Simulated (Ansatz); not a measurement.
methylamine (SMILES CN) moved off its minimum; all values from Ansatz (a quantum-chemistry and plane-wave program), cores frozen in correlated methods.
(charge 0, multiplicity 1)
```xyz
7

C     -0.7008     0.2379     0.0437
N      0.6929    -0.0830    -0.1466
H     -1.3167    -0.5228    -0.5258
H     -0.9876     1.1116    -0.2572
H     -1.0181    -0.0218     1.0529
H      1.0381    -1.0217     0.0462
H      1.2694     0.4693     0.3931
```

Forces at wB97M-V/def2-TZVPP (eV/Å):

```csv
atom,Fx,Fy,Fz
C1,0.365,-7.909,1.570
N2,0.184,-0.854,-1.632
H3,0.660,0.892,0.131
H4,-1.197,5.308,-1.595
H5,-0.268,0.734,0.444
H6,-1.047,0.111,-0.156
H7,1.302,1.717,1.239
```

Question: Give the forces (eV/Å), the total energy and the dipole at CCSD(T)/aug-cc-pVTZ.

Answer: 
```csv
atom,Fx,Fy,Fz
C1,0.205,-7.932,1.628
N2,0.278,-0.831,-1.809
H3,0.634,0.820,0.074
H4,-1.192,5.423,-1.622
H5,-0.272,0.733,0.517
H6,-1.026,0.006,-0.113
H7,1.373,1.781,1.325
```
Energy -95.6835 hartree, dipole 1.21 D.
